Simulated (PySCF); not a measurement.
**Oxygen: a sound run and one with changed settings**

Sound run: O [He] 2s2 2p4, O⁺ [He] 2s2 2p3. Calculation: PySCF 2.14, in def2-SVP; the non-relativistic Hamiltonian (point nucleus). In the sound run the correlated levels freeze 1s2. The sound run starts from symmetry-adapted Hartree-Fock orbitals and uses a fine grid where one is needed.

Changed run: basis STO-3G. This setting is unsound on purpose.

```
species  method  sound run (hartree)  changed run (hartree)  converged
      O     UHF            -74.72010              -73.80415        yes
      O  r2SCAN            -74.96357              -74.01528        yes
      O  M06-2X            -74.97256              -74.04134        yes
      O     MP2            -74.82140              -73.80415        yes
     O⁺     UHF            -74.27607              -73.44358        yes
     O⁺  r2SCAN            -74.46183              -73.60160        yes
     O⁺  M06-2X            -74.47163              -73.62634        yes
     O⁺     MP2            -74.34500              -73.44358        yes
```

Ionisation energy of O:

| method | sound run (eV) | changed run (eV) |
| --- | --- | --- |
| UHF | 12.083 | 9.812 |
| r2SCAN | 13.653 | 11.257 |
| M06-2X | 13.631 | 11.293 |
| MP2 | 12.963 | 9.812 |
| SCS-MP2 | 12.985 | 9.812 |

A minimal basis cannot let orbitals breathe on ionisation and holds almost no correlation.

For comparison, NIST gives 13.618 eV between the lowest levels.
